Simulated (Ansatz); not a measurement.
Ansatz (a first-principles code) input (RPA@PBE/cc-pVTZ):

Ansatz 0.2 input:
```yaml
crystal:
  periodic: [false, false, false]
  atoms:
    - {symbol: C, position_ang: [1.25811390, -0.39527654, -0.00165926]}
    - {symbol: C, position_ang: [0.11989565, 0.60015541, -0.00836938]}
    - {symbol: N, position_ang: [-1.22240368, -0.12486235, 0.00816391]}
    - {symbol: H, position_ang: [2.20053556, 0.15158906, -0.01375427]}
    - {symbol: H, position_ang: [1.24981792, -1.01581769, 0.89610031]}
    - {symbol: H, position_ang: [1.24027555, -1.03872164, -0.88300628]}
    - {symbol: H, position_ang: [0.11163414, 1.22156711, -0.90196144]}
    - {symbol: H, position_ang: [0.12113265, 1.24436577, 0.86896693]}
    - {symbol: H, position_ang: [-1.30874728, -0.71355094, 0.84090172]}
    - {symbol: H, position_ang: [-1.31759220, -0.73478083, -0.80816955]}
    - {symbol: H, position_ang: [-2.00828788, 0.53011236, 0.00394702]}
basis:
  gaussian:
    orbitals: cc-pVTZ
hamiltonian:
  xc: pbe
total_charge: 1
magnetization: {spin_polarized: false}
correlation: {method: rpa, electrons: outside_noble_gas}
```

End of the output:

```
integrals: 0.33 GiB planned
1124 factors; integrals over basis functions are off by at most 1.1e-3 eV
mean field: 1.04 GiB planned
mean field evaluation 1: about -3663.7719 eV, gradient 9.9e1 eV
mean field evaluation 2: about -3663.7656 eV, gradient 9.9e1 eV
mean field evaluation 4: about -3684.0401 eV, gradient 1.2e1 eV
mean field evaluation 8: about -3684.3515 eV, gradient 4.2e-1 eV
mean field evaluation 16: about -3684.3496 eV, gradient 3.1e-5 eV
mean field -3684.34959280 eV, -135.3973501937 hartree, gradient 4.4e-6 eV, S^2 0.000000; 0 other end points of the search recorded, 0 dependent functions left out
3 core orbitals not correlated
reference -3663.91057535 eV, -134.6462301563 hartree; 10, 10 occupied and 189, 189 virtual orbitals, 1124 factors
Total energy: -3690.22390586 eV, -135.6132272168 hartree
```

It need not be the lowest isomer of its formula.
